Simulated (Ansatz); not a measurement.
# C₄H₈NS (charge +1), SMILES C[S+](C)CC#N: a ranking of conformers

Computed with Ansatz 0.2.0 through its Python package.

Notebook, run cell by cell (the value of a cell's last expression is shown):

**Cell 1**
```python
import ansatz
from rdkit import Chem
from rdkit.Chem import AllChem
```

**Cell 2**
```python
rd = Chem.AddHs(Chem.MolFromSmiles("C[S+](C)CC#N"))
ids = list(AllChem.EmbedMultipleConfs(rd, numConfs=20, randomSeed=544, pruneRmsThresh=0.4))
field = [energy for _, energy in AllChem.MMFFOptimizeMoleculeConfs(rd)]
distinct = {round(e, 2): i for i, e in zip(ids, field)}
chosen = sorted(distinct.items())[:3]
found = []
for force_field, index in chosen:
    system = ansatz.Crystal.molecule()
    for atom, xyz in zip(rd.GetAtoms(), rd.GetConformer(index).GetPositions()):
        system = system.atom(atom.GetSymbol(), xyz.round(5).tolist())
    job = system.calculation()
    job = job.basis(gaussian="cc-pVDZ")
    job = job.functional("hf").charge(1)
    found.append(job.run(threads=1, backend="cpu").report["free_energy_ev"])
print("conformer   MMFF (kcal/mol)   this level (eV)")
for (force_field, index), e in zip(chosen, found):
    print(f"{index:9d} {force_field - chosen[0][0]:17.2f} {(e - min(found)):17.3f}")
```
Output:
```text
conformer   MMFF (kcal/mol)   this level (eV)
        2              0.00             0.080
        1              1.89             0.000
```

The conformers keep their force-field geometries. Finished in 6.1 s on 1 thread of Arm Neoverse V1 (shared host), peak memory 0.38 GiB.
